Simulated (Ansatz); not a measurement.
`O[SiH]Cl`• → Cl• + 2 H• + O• + Si•  (atomization)

Computed with Ansatz on PBE0-D4/def2-TZVP structures; ΔE is electronic, products minus reactants. CBS: MP2 limit from def2 TZ/QZ plus the TZ coupled-cluster correction, frozen cores. This one scheme is used for every species, atoms too. Functionals use def2-TZVPP. Open shells (•) are unrestricted, without spin–orbit coupling. Spin–orbit coupling would lower the free atoms: a little for Cl, O, Si. Each species was taken in one conformer, which may not be the lowest.

Q: What is ΔE at CCSD(T)/CBS? (An estimate is asked.)

A: The calculation gave: +1611.6 kJ/mol.

Q: What do these levels give: BLYP-D4, PBE0-D4, r2SCANh-D4, CAM-B3LYP-D4, PBE-QIDH, r2SCANh, CAM-B3LYP, MP2/def2-SVP, CCSD(T)/def2-SVP, HF/def2-TZVPP, HF/def2-QZVPP, MP2/CBS(def2)? (An estimate is asked.)

A: Computed: BLYP-D4 1599.4, PBE0-D4 1594.8, r2SCANh-D4 1611.2, CAM-B3LYP-D4 1605.4, PBE-QIDH 1588.8, r2SCANh 1608.9, CAM-B3LYP 1597.3, MP2/def2-SVP 1485.2, CCSD(T)/def2-SVP 1444.0, HF/def2-TZVPP 1151.7, HF/def2-QZVPP 1157.1, MP2/CBS(def2) 1662.5 kJ/mol.

Largest T1 diagnostic among the species: 0.014.

Leaving LDA and LC-ωPBE aside and taking each functional with its dispersion term where it has one, the values, not all of them listed here, spread over 89.2 kJ/mol, from BHLYP-D4 to PBE-D4. LDA lies +229.0 kJ/mol from PBE without D4, its usual overbinding. The D4 term adds +15.6 kJ/mol with B3LYP and +7.9 kJ/mol with PBE0; it sums over pairs of atoms, weighted by their polarisabilities, and B3LYP, whose exchange is more repulsive, gets the larger term. At CCSD(T), def2-SVP lies −167.6 kJ/mol from the extrapolated value and def2-TZVPP −58.4 kJ/mol: correlation converges slowly with the basis, and small sets miss more of it in the bonded molecule than in its fragments.

B3LYP here is the variant with VWN-RPA as its local correlation; programs differ in this.

For atomizations the MP2-based limit and the directly extrapolated one differ by several kJ/mol either way, and by 10 to 25 for some Ge, Se and Sn compounds, so smaller differences from it don't rank the levels.
